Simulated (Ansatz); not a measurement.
`C=C=C(O)F` + H₂ → `C=C=CO` + H–F at 700 K and 1 bar (hydrogenolysis of a C–F bond).

Computed with Ansatz on PBE0-D4/def2-TZVP structures; ΔE is electronic, products minus reactants. CBS: MP2 limit from def2 TZ/QZ plus the TZ coupled-cluster correction, frozen cores. This one scheme is used for every species. One conformer a species, not always the lowest.

| species | CCSD(T)/CBS energy (Eh) | H − E (kJ/mol) | S (J/(mol·K)) |
| --- | --- | --- | --- |
| `C=C=C(O)F` | -290.83953 | 200.4 | 392.7 |
| H₂ | -1.17544 | 46.8 | 155.3 |
| `C=C=CO` | -191.65809 | 214.7 | 362.1 |
| H–F | -100.39570 | 45.2 | 198.5 |

H − E and S are ideal-gas, rigid-rotor, harmonic terms from PBE0-D4/def2-TZVP, for one conformer and one mirror image of each species. For small species the MP2-based limit differs from directly extrapolated CCSD(T) by up to some mEh (0.8 for H₂); such offsets cancel only in part. 1 Eh = 2625.50 kJ/mol, R = 8.31446 J/(mol·K).

Q: By hand: ΔE, ΔH, ΔS and ΔG.

A: ΔE = (-191.65809) + (-100.39570) − (-290.83953) − (-1.17544) = -0.03882 Eh = -101.9 kJ/mol. Δ(H − E) = 214.7 + 45.2 − 200.4 − 46.8 = 12.7, so ΔH = -89.2 kJ/mol. ΔS = 362.1 + 198.5 − 392.7 − 155.3 = 12.6 J/(mol·K). ΔG = -89.2 − 700 × (12.6)/1000 = -98.0 kJ/mol.

Q: By hand: the equilibrium constant, and the temperature at which ΔG would vanish if ΔH and ΔS stayed fixed.

A: log₁₀ K = −ΔG/(RT ln 10) = 7.3. ΔH and −TΔS have one sign here, so there is no such temperature.

The number of gas molecules stays the same, so ΔS is small and ΔH decides. A doubt of 5 kJ/mol in ΔE shifts log₁₀ K by 0.4 here. Other conformers and mirror images would add mixing entropy, several J/(mol·K) or more a flexible species. These are equilibria of isolated gas molecules and say nothing of rates. Largest T1 diagnostic: 0.013 (customary marks: 0.02 for closed shells, 0.045 for open ones).

ΔS is within the doubt of such terms, so its sign, and with it that verdict, could turn.
